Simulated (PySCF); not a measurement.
Species: ethyl cyanide, C₃H₅N.
Cartesian coordinates in Å at the PBE0-D3(BJ)/def2-TZVP level; atoms count from 1:
```
atom  x, y, z in Å
C1    -0.9768   -0.2717    0.0598
C2     0.3175    0.4459   -0.3098
C3     1.4830   -0.1418    0.3320
N4     2.3922   -0.6201    0.8478
H5    -1.1504   -0.2327    1.1356
H6    -0.9396   -1.3200   -0.2389
H7    -1.8197    0.2018   -0.4448
H8     0.2712    1.5006   -0.0241
H9     0.4796    0.4204   -1.3912
```

Computed with PySCF at wB97X-D/pcSseg-2, non-relativistic, on one gas-phase PBE0-D3(BJ)/def2-TZVP geometry that isn't relaxed in the solvent. The solvent is an IEF-PCM continuum (van der Waals radii × 1.2). Specific hydrogen bonds and non-electrostatic terms are outside this model.

Gas phase at wB97X-D/pcSseg-2: HOMO -11.25 eV, LUMO 1.84 eV, dipole 4.18 D.

Question: What does the continuum do to the energy, the frontier levels and the dipole at wB97X-D/pcSseg-2 in chloroform?

Answer: 
| solvent | ε | E(solvent) − E(gas) (kcal/mol) | polarisation term (kcal/mol) | distortion of the solute (kcal/mol) | HOMO (eV) | LUMO (eV) | dipole (D) |
| --- | --- | --- | --- | --- | --- | --- | --- |
| chloroform | 4.711 | -4.90 | -5.78 | 0.88 | -11.32 | 2.14 | 5.03 |

The first energy column is the sum of the next two and covers electrostatics alone.

Question: Which radius a makes the point-dipole formula ΔE = −[(ε − 1)/(2ε + 1)]·μ²/a³ give the value in chloroform, with the gas-phase dipole?

Answer: μ = 1.644 au and |ΔE| = 0.00781 Eh give a = 2.63 Å; the farthest nucleus lies 2.61 Å from the centroid of the nuclei. The formula assumes a rigid point dipole at the centre of a sphere.

Question: Give the dipole vector in the frame of the coordinates (D, pointing from negative to positive charge), gas and chloroform.

Answer: Gas (-3.46, 1.55, -1.75), solvent (-4.12, 1.92, -2.15). Its length changes by +20 % and its direction by less than 1°.

The pairwise dispersion term of wB97X-D wasn't added to the energies; at a given geometry it leaves orbitals and properties as they are.
